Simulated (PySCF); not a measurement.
C₆H₇ (charge +1).
Numbering: `[CH:1]1=[CH:2][CH+:3][CH2:4][CH:5]=[CH:6]1`

NICS = −σ at a ghost point: NICS(0) at the centroid of the ring atoms, NICS(1) 1 Å to either side along the normal of their mean plane, zz for the tensor component along that normal. Level: GIAO PBE/pcSseg-2 (PySCF, non-relativistic, gas phase) on the PBE0-D3(BJ)/def2-SVP geometry, one conformer.

Ring bond lengths (Å): C1–C2 1.410, C2–C3 1.371, C3–C4 1.462, C4–C5 1.462, C5–C6 1.371, C6–C1 1.410.

Give the NICS values of each ring in ppm.

```csv
ring,type,NICS(0),"NICS(1), two faces","NICS(1)zz, two faces",rms pucker (Å),"centre to ring atoms, mean (Å)"
C1–C2–C3–C4–C5–C6,"6-membered carbocycle; formal bonds 2 double, 4 single",-0.6,-5.5 / -5.5,-15.2 / -15.2,0.00,1.41
```

What can be read from them?

- C1–C2–C3–C4–C5–C6: mean NICS(1)zz -15.2 ppm, shielded. C4 has four or more neighbours, and the NICS criterion for π rings isn't applied.

What is the mean of the two in-plane components of NICS at the first NICS(1) probe listed for ring C1–C2–C3–C4–C5–C6, 1 Å off the ring?

The isotropic value is a third of the trace: (3 × -5.5 − (-15.2))/2 = -0.7 ppm.

Give the inner angles of the rings.

- C1–C2–C3–C4–C5–C6: C1 123.0°, C2 119.0°, C3 120.7°, C4 117.6°, C5 120.8°, C6 119.0°; sum 720.0° against 720° for a flat convex ring.

How do the values depend on the level or the medium?

```tsv
level	NICS(0), C1–C2–C3–C4–C5–C6	mean NICS(1)zz, C1–C2–C3–C4–C5–C6
PBE/pcSseg-2, gas	-0.6	-15.2
PBE0/pcSseg-1, gas	-0.5	-15.0
```

The geometry is the same throughout.
